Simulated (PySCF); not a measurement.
# LiMg: one state, many levels of theory

State: ²Σ⁺ (doublet), unpaired electrons σ ↑. Set-up: Li 6-311G(d,p), Mg 6-311G(d,p); no relativity (PySCF 2.14). De refers to Li + Mg in their ground configurations, without counterpoise correction. The functionals are run spin-unrestricted. A positive dipole means Li(−)Mg(+). Levels whose curve was spin-contaminated or gave no clean fit are not listed.

```csv
Level,Re (Å),ωe (cm⁻¹),De (eV),μ (D)
ROHF-MP2,3.323,113,0.066,n/a
ROHF-SCS-MP2,3.345,106,0.053,n/a
ROHF-CCSD,3.169,157,0.115,n/a
ROHF-CCSD(T),3.134,169,0.138,n/a
PBE,3.068,206,0.314,-0.67
BP86,3.092,197,0.281,-0.76
r²SCAN,3.079,208,0.349,-1.38
M06-L,3.052,215,0.296,-1.17
PBE0,3.079,203,0.282,-0.89
M06,3.043,217,0.230,-0.83
```

Problem. Which functional lies closest to ROHF-CCSD(T) in De, which farthest, and by how much do they differ from it?

Solution. Closest is M06 (-9.1 pm in Re, +28.4 % in ωe, +0.09 eV in De against ROHF-CCSD(T) in the same basis), farthest r²SCAN (-5.5 pm in Re, +23.1 % in ωe, +0.21 eV in De). CCSD(T) converges more slowly with the basis than the functionals do and binds too weakly in this one, so the order can change at the basis-set limit.

Problem. What does a quarter of exact exchange do here, going from PBE to PBE0?

Solution. PBE0 less PBE: +1.1 pm in Re, -1.5 % in ωe, -0.03 eV in De. Exact exchange removes part of the self-interaction that spreads semilocal densities, and in most molecules shortens and stiffens the bond and lowers De; here Re and ωe go the other way.

Problem. What does the triples do here, going from ROHF-CCSD to ROHF-CCSD(T)?

Solution. ROHF-CCSD(T) less ROHF-CCSD: -3.5 pm in Re, +7.6 % in ωe, +0.02 eV in De. Correlation nearly always deepens the well. The bond shortens, as in weak, metallic or heavy-atom bonds, where dispersion and the correlation of outer-core electrons pull the atoms together.

Correlated steps freeze 1 core orbital. The bond is weak. Basis-set superposition, not corrected here, can be much of De in a small basis, most of all at correlated wavefunction levels. Functionals without a dispersion term scatter widely for such bonds, and LDA overbinds them. Counting both spins, an empty level lies below a filled one in some of these solutions, because spin and occupation are held. The state was picked by a PBE0 search and need not be the measured ground state.
